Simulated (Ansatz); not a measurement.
Process, species as SMILES: C#N (CH-N) → [C]#N (C-N) + H atom
B3LYP-D3(BJ)/def2-TZVP geometries, fixed; electronic energies without zero-point terms.

Basis-set convergence of the bond dissociation energy at wB97M-V with Ansatz (an electronic-structure program). Cartesian d functions, on some or all atoms, in 6-31G**, 6-31+G*; all else is spherical. The program fits the integrals of some runs and decomposes those of others, by size. Open shells are unrestricted. The functional holds VV10 correlation; no added dispersion term, no relativity. Functions are those of the species that has most. Reference: the value in pcseg-4, 137.71 kcal/mol, itself unsure by roughly 0.03 kcal/mol (its mean distance from aug-pcseg-3, aug-cc-pVQZ, cc-pV5Z). Deviations are taken from unrounded values.

```
basis              functions  bond dissociation energy (kcal/mol)  minus reference (kcal/mol)
-----------------  ---------  -----------------------------------  --------------------------
6-31G                     20                               138.87                        1.16
def2-SVP                  33                               137.97                        0.26
6-31G**                   35                               138.32                        0.61
6-31+G*                   40                               137.30                       -0.41
6-311G**                  42                               137.17                       -0.54
6-311++G(2d,2p)           64                               137.62                       -0.09
def2-TZVPPD               91                               137.85                        0.14
jun-cc-pV(T+d)Z           92                               137.77                        0.06
6-311++G(3df,3pd)         96                               137.77                        0.06
aug-pcseg-2              115                               137.84                        0.13
def2-QZVPP               144                               137.69                       -0.03
pcseg-3                  153                               137.75                        0.04
pcseg-4                  263                               137.71                        0.00
```

The smallest set listed that lies within 1 kcal/mol of the reference with all its larger relatives (same family, alike in diffuse functions; a set with none counts only in the reference's own line) is def2-SVP (33 functions, 0.26 kcal/mol off). (Relatives not listed, tested too: 6-311+G** -0.26, def2-TZVP -0.18, def2-TZVPP 0.11, aug-cc-pVTZ -0.01, def2-QZVP -0.03, def2-QZVPPD -0.07, aug-cc-pVQZ -0.07, aug-pcseg-3 0.02 kcal/mol.)
